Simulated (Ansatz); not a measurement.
This Ansatz (a first-principles code) input (MP2/cc-pCVQZ) gives -177.05842 Eh with 312 basis functions. A basis named .json is the Basis Set Exchange file of that set (core-valence sets with the plain set on hydrogen).

Ansatz 0.2 input:
```yaml
crystal:
  periodic: [false, false, false]
  atoms:
    - {symbol: C, position_ang: [-0.00304735, 0.42791482, -0.00613070]}
    - {symbol: C, position_ang: [1.20001360, -0.09023937, 0.00044276]}
    - {symbol: F, position_ang: [-1.17652991, -0.15679382, 0.00308106]}
    - {symbol: H, position_ang: [1.34031919, -1.16762619, 0.01578439]}
    - {symbol: H, position_ang: [2.06665249, 0.55271791, -0.00938634]}
basis:
  gaussian:
    orbitals: cc-pCVQZ.json
magnetization: {spin_polarized: true, initial_magnetization: 1}
correlation: {method: mp2, frozen_orbitals: {C: 0, F: 0, H: 0}}
```

Change:
```diff
- orbitals: cc-pCVQZ.json
+ orbitals: cc-pwCVQZ.json
```

Task: What does the run give now?

Result: -177.05836 Eh (MP2/cc-pwCVQZ, 312 functions), a change of +0.06 mEh.
